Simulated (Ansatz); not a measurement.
**AlBH (doublet): the correlation ladder at a displaced geometry (v1), cc-pVTZ**

One table from this session's results is given with a row withheld; the runs are named, their logs left out.

Program: Ansatz 0.2.0, Gaussian basis. Level of theory: cc-pVTZ, core rule «outside noble gas», up to 6 orbitals frozen. These are calculated values, not measurements.

To be run: UHF; CCSD(T) on ROHF; CCSD(T) on UHF; BCCD(T) on ROHF; CCSDT(Q) on ROHF; CCSDT(Q) on UHF; CASSCF and NEVPT2, 7 electrons in 9 orbitals.

21 further runs of the same task are left out: 4 for a known fault of the program, 6 that didn't finish, 11 set aside as unsound or not needed. Runs told in other sessions of the task aren't counted.

## The geometry

The geometry is a PBE0/def2-TZVP stationary point (not a proven minimum) with its atoms shifted at random (size 0.040 Å).

3 atoms, charge 0, spin multiplicity 2.

Atoms are counted from 1 here; the program's logs count them from 0.

Bond lengths: B1–Al2 2.086 Å, Al2–H3 1.587 Å. Angles: B1–Al2–H3 128.0°.

Set-up of the first run:

File in.yaml:

```yaml
crystal:
  periodic: [false, false, false]
  atoms:
    - {symbol: B, position_ang: [-0.000645, -0.128695, 1.525075]}
    - {symbol: Al, position_ang: [-0.001478, 0.090767, -0.549327]}
    - {symbol: H, position_ang: [0.046486, -1.049393, -1.652760]}
basis:
  gaussian: {orbitals: cc-pVTZ}
magnetization: {spin_polarized: true, initial_magnetization: 1}
hamiltonian: {xc: hf}
output: {orbitals: {seedname: orbitals}}
```

Run with:

```console
$ ansatz run in.yaml --threads 1 --pin off --events-out ev --progress --plain --max-ram 2393MiB
```

Among the steps run: UHF; CCSD(T) on ROHF; CCSD(T) on UHF; BCCD(T) on ROHF; CCSDT(Q) on ROHF; CCSDT(Q) on UHF; CASSCF and NEVPT2, 7 electrons in 9 orbitals.

One of the session's tables, all rows but one given; the rest of the session is left out.

| method | from RCCSDT(Q) (meV) |
| --- | --- |
| UHF | +4090.9 |
| RMP2 | +1350.7 |
| UMP2 | +1323.8 |
| RCCSD | +382.1 |
| UCCSD | +348.5 |
| RCCSD(T) | +81.1 |
| UCCSD(T) | +154.0 |
| BCCD(T) | +116.9 |
| RCCSDT | +26.4 |
| UCCSDT | +31.2 |
| RCCSDT(Q) | 0 |
| UCCSDT(Q) | +0.9 |
| CASSCF valence | +2517.4 |
| NEVPT2 valence | ? |

Estimate the missing values for NEVPT2 valence.

**Answer.** from RCCSDT(Q) (meV): +680.2. In the column «from RCCSDT(Q) (meV)» it lies between RCCSD (+382.1) and UMP2 (+1323.8).

Left out of the table: ROHF (another determinant or state than the rows shown).

Limits of these values: The determinant of HF (⟨S²⟩ 1.67) is far from a pure spin state, so its energy mixes those of several spin states; that is harmless only where they are near-degenerate. The determinant of CCSD(T) (⟨S²⟩ 1.67) is far from a pure spin state, so its energy mixes those of several spin states; high orders of coupled cluster remove much of that, low ones don't. The determinant of CCSDT(Q) (⟨S²⟩ 1.67) is far from a pure spin state, so its energy mixes those of several spin states; high orders of coupled cluster remove much of that, low ones don't. Restricted and unrestricted rows rest on different reference determinants; a gap between their highest levels can come from leftover correlation error, from unlike frozen cores or from another state.
